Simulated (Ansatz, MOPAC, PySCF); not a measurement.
Barrier height from H + ClH to the transition structure ClH2, without zero-point energy, on the benchmark's geometries as Psi4's copy of the set gives them.
Transition structure (charge 0, multiplicity 2):
| atom | x (Å) | y (Å) | z (Å) |
|---|---|---|---|
| H | 0.0000 | 0.0000 | 1.4858 |
| Cl | 0.0000 | 0.0000 | 0.0000 |
| H | 0.0000 | 0.0000 | -1.4858 |

Open shells are unrestricted; no spin–orbit coupling.

The state that PM6 reach isn't checked.

Run with Ansatz (a quantum-chemistry and plane-wave program) with Gaussian orbitals; MOPAC for PM6 (differences of heats of formation); PySCF for M06-2X. 

Problem. One of these levels gives 18.12 kcal/mol for the barrier height. Which one is it?
(A) PM6
(B) HF/aug-cc-pV(Q+d)Z
(C) B3LYP/def2-TZVPPD
(D) M06-2X/def2-TZVPPD

Solution. D, M06-2X/def2-TZVPPD. The others give 4.94 (PM6), 31.31 (HF/aug-cc-pV(Q+d)Z), 12.40 (B3LYP/def2-TZVPPD)
